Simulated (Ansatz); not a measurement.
A nudged elastic band was laid between two geometries of C₂H₄FNO (9 atoms, charge 0, multiplicity 1).

Computed with RKS PBE-D4/def2-SVP (Ansatz).

- movable images: 7
- climbing image: yes
- spring: 5.0 eV/Å²
- optimiser: quadratic models (default)
- start path: through a guess of the saddle point
- force threshold: 0.03 eV/Å
- iteration limit: 53
- end points: relaxed

Initial state:

```xyz
9
Properties=species:S:1:pos:R:3
N -0.461 0.928 1.430
C 0.437 0.354 0.756
F 1.730 0.468 1.125
C 0.299 -0.519 -0.479
O -1.016 -0.524 -0.985
H -1.371 0.691 0.998
H 1.069 -0.206 -1.223
H 0.556 -1.564 -0.195
H -1.155 0.325 -1.444
```

Final state:

```xyz
9
Properties=species:S:1:pos:R:3
N -0.081 0.605 1.824
C 0.103 0.550 0.578
F 0.487 1.690 -0.060
C 0.043 -0.587 -0.425
O -0.528 -0.211 -1.654
H -0.380 -0.314 2.181
H 1.089 -0.980 -0.533
H -0.565 -1.412 -0.002
H -0.078 0.612 -1.926
```

Q: What changes between the two ends?

A: No bond is made or broken. The dihedral N1–C2–C4–O5 goes from 8 to 141°.

Q: Give the energies along the band, and the barrier.

A: The run converged. The highest image is number 4 of 0 to 8, 0.223 eV above the first end and 0.102 eV above the last; the last end lies 0.121 eV above the first. A vibrational analysis at the climbing image gives one clearly imaginary mode, 103i cm⁻¹: a first-order saddle point.

| image | path coordinate (Å) | energy (eV) | dihedral N1–C2–C4–O5 (°) |
| --- | --- | --- | --- |
| 0 | 0.00 | 0.000 | 8 |
| 1 | 0.51 | 0.037 | 25 |
| 2 | 1.02 | 0.120 | 41 |
| 3 | 1.53 | 0.195 | 57 |
| 4 | 2.04 | 0.223 | 73 |
| 5 | 2.49 | 0.208 | 89 |
| 6 | 2.95 | 0.170 | 105 |
| 7 | 3.41 | 0.134 | 123 |
| 8 | 3.87 | 0.121 | 141 |

Q: What is the geometry of the highest image?

A: 
```xyz
9
Properties=species:S:1:pos:R:3
N -0.367 0.693 1.675
C 0.358 0.450 0.669
F 1.428 1.251 0.447
C 0.185 -0.575 -0.443
O -0.848 -0.214 -1.341
H -1.151 0.023 1.708
H 1.169 -0.732 -0.944
H -0.118 -1.542 0.011
H -0.567 0.600 -1.799
```

Q: What are the harmonic wavenumbers there?

A: 103i, 249, 345, 426, 544, 697, 845, 853, 953, 1001, 1065, 1148, 1280, 1350, 1368, 1422, 1747, 2934, 3033, 3430, 3697 cm⁻¹.

The band took 6 iterations and roughly 2 core-minutes.

Time of the run: 2 min on 1 thread of Arm Neoverse V2, with other jobs on the host, peak memory 0.12 GiB.
